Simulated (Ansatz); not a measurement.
Input for Ansatz (development build ahead of 0.2.0):

```yaml
crystal:
  periodic: [false, false, false]
  atoms:
    - { symbol: C, position_ang: [0.93495, 0.0, 0.0] }
    - { symbol: C, position_ang: [-0.46747, 0.80969, 0.0] }
    - { symbol: C, position_ang: [-0.46747, -0.80969, 0.0] }
    - { symbol: H, position_ang: [1.57917, 0.0, 0.98978] }
    - { symbol: H, position_ang: [1.57917, 0.0, -0.98978] }
    - { symbol: H, position_ang: [-0.78959, 1.3676, -0.98978] }
    - { symbol: H, position_ang: [-0.78959, 1.3676, 0.98978] }
    - { symbol: H, position_ang: [-0.78959, -1.3676, 0.98978] }
    - { symbol: H, position_ang: [-0.78959, -1.3676, -0.98978] }
basis:
  gaussian: { orbitals: cc-pVDZ }
hamiltonian:
  xc: hf
correlation:
  method: mp2
  frozen_orbitals: { C: 1, H: 0 }
```

The input is written out in the form of the current development build from the run's settings.

Output:

| Item | Value |
| --- | --- |
| Converged | yes |
| Reference energy | -117.01311 hartree |
| Correlation energy | -0.43772 hartree |
| Total energy | -117.45083 hartree |
| Spin squared of the determinant | 0.000 |

Caution: no unrestricted run beside it, a lower state can exist.
